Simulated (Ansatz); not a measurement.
Compare A (`C=CCC#CC`) with its isomer B (`C=C1C=CCC1`).

Program: Ansatz. Geometries: PBE0-D4/def2-TZVP. ΔE: electronic, gas phase. CCSD(T)/CBS is the MP2 limit (def2-TZVPP, def2-QZVPP) plus CCSD(T) − MP2 in def2-TZVPP, frozen cores. Functionals use def2-TZVPP. B3LYP here is the variant with VWN-RPA as its local correlation; programs differ in this. One conformer a species, not always the lowest.

A:

```xyz
14

C    -0.047    1.193    2.634
C     0.475    0.368    1.740
C    -0.303   -0.684    1.005
C    -0.179   -0.562   -0.441
C    -0.059   -0.444   -1.631
C     0.079   -0.301   -3.068
H    -1.102    1.162    2.887
H     0.560    1.931    3.145
H     1.532    0.429    1.496
H    -1.357   -0.633    1.296
H     0.056   -1.676    1.308
H     0.634    0.606   -3.320
H     0.612   -1.152   -3.500
H    -0.900   -0.238   -3.551
```

B:

Z-matrix (Å, degrees):
```
C
C 1 1.498
C 1 1.541 2 103.9
H 1 1.095 2 111.2 3 121.1
H 1 1.095 2 111.3 3 -121.1
C 2 1.335 1 112.3 3 0.0
H 2 1.084 1 122.7 3 180.0
C 3 1.515 1 105.6 2 0.0
H 3 1.092 1 111.6 2 -120.3
H 3 1.092 1 111.6 2 120.3
H 6 1.083 2 125.5 1 180.0
C 8 1.333 3 126.7 1 -180.0
H 12 1.084 8 121.1 3 180.0
H 12 1.084 8 121.7 3 -0.0
```

(1) Which is lower in electronic energy at CCSD(T)/CBS, and by how much? (Best estimate.)

(2) Give E(B) − E(A) in kcal/mol with B3LYP, CCSD/def2-TZVPP, B3LYP-D4, B2PLYP, HF/def2-TZVPP, CCSD(T)/def2-TZVPP, MP2/def2-TZVPP. (Best estimate.)

Largest T1 diagnostic: 0.011.

## Answers

(1) Computed: B, by 31.3 kcal/mol.

(2) Ansatz gave: B3LYP -28.2, CCSD/def2-TZVPP -30.6, B3LYP-D4 -30.7, B2PLYP -28.9, HF/def2-TZVPP -26.5, CCSD(T)/def2-TZVPP -31.4, MP2/def2-TZVPP -31.1. None reverses the order clearly.

From PBE to PBE0 (25 % exact exchange), in def2-TZVPP and without D4, E(B) − E(A) moves by −1.9 kcal/mol. The D4 term adds −2.5 kcal/mol with B3LYP and −1.2 kcal/mol with PBE0; it sums over pairs of atoms, weighted by their polarisabilities, and B3LYP, whose exchange is more repulsive, gets the larger term.
